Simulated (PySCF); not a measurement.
Compound: PH3.
Hydrogens: H2, H3, H4 on P1.

Method: PBE0-D3(BJ)/def2-SVP geometry optimisation, gas phase in PySCF 2.14.0; density fitting, grid level 1; the optimiser is geomeTRIC in internal coordinates, started from a GFN2-xTB structure with every atom displaced at random (about 0.01 Å).

Step 0: E = -9330.5998 eV
```
atom  x, y, z in Å  |  force x, y, z in eV/Å
P1      0.0350   -0.0550    0.4725   -0.599   0.819   1.708
H2     -0.5798    0.9925   -0.2557   -0.170   0.276  -0.032
H3      1.1320   -0.0119   -0.3303    1.488   0.055  -0.892
H4     -0.5509   -0.9991   -0.3220   -0.719  -1.150  -0.784
```

Step 1: E = -9330.7024 eV
```
atom  x, y, z in Å  |  force x, y, z in eV/Å
P1      0.0230   -0.0382    0.4879    0.124  -0.133  -0.545
H2     -0.6010    1.0243   -0.2493    0.055  -0.093   0.086
H3      1.2109   -0.0029   -0.3424   -0.325  -0.010   0.247
H4     -0.5965   -1.0568   -0.3317    0.146   0.237   0.212
```

**Question.** Estimate the geometry and energy of step 2. (The exact step hangs on the optimiser's Hessian estimate; all steps are aligned on step 1, rigid shifts and turns removed.)

**Answer.** E = -9330.7103 eV, largest force 0.125 eV/Å
```
atom  x, y, z in Å  |  force x, y, z in eV/Å
P1      0.0247   -0.0401    0.4798    0.037  -0.037  -0.113
H2     -0.5983    1.0204   -0.2482   -0.001   0.001   0.013
H3      1.2002   -0.0043   -0.3387   -0.058  -0.001   0.055
H4     -0.5903   -1.0495   -0.3285    0.022   0.037   0.045
```

The energy changes by -0.0079 eV. The first-order estimate −F·Δx gives -0.0132 eV and the mean of the old and new forces, exact on a quadratic surface, -0.0078 eV. The step makes an angle of 24° with the force vector and moves no atom by more than 0.011 Å.

What follows is the cost of the whole optimisation. The run took 0.99 s of wall time on one thread of an Arm Neoverse V2, on a shared host, and the process peaked at 0.24 GiB of memory.
